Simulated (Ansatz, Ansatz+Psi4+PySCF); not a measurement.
```yaml
atoms:
  - { symbol: S, position_ang: [0.0000, 0.0000, 0.3703] }
  - { symbol: O, position_ang: [0.0000, 1.2776, -0.3703] }
  - { symbol: O, position_ang: [0.0000, -1.2776, -0.3703] }
```

Basis set: cc-pVTZ on O; cc-pV(T+d)Z on S (spherical functions). Frozen core: 7 orbitals. Charge 0, multiplicity 1.

Computed with Ansatz (development build ahead of 0.2.0); free ground-state atoms in the same class of orbitals, no zero-point energy, no relativity.

The atomization energy of singlet SO2 from measured heats of formation, zero-point and thermal terms removed is 11.203 eV (G2/97 set, Curtiss et al., J. Chem. Phys. 106, 1063 (1997), as shipped with ASE); it holds spin-orbit and other relativistic effects.

How far do RHF-CCSD(T), RHF-CCSD, RHF-MP2 miss it in this basis?

| method | atomization energy (eV) | computed − measured (eV) |
| --- | --- | --- |
| RHF-CCSD(T) | 10.385 | -0.818 |
| RHF-CCSD | 9.694 | -1.509 |
| RHF-MP2 | 11.449 | 0.246 |

Caution: unrestricted orbitals would lower the determinant.
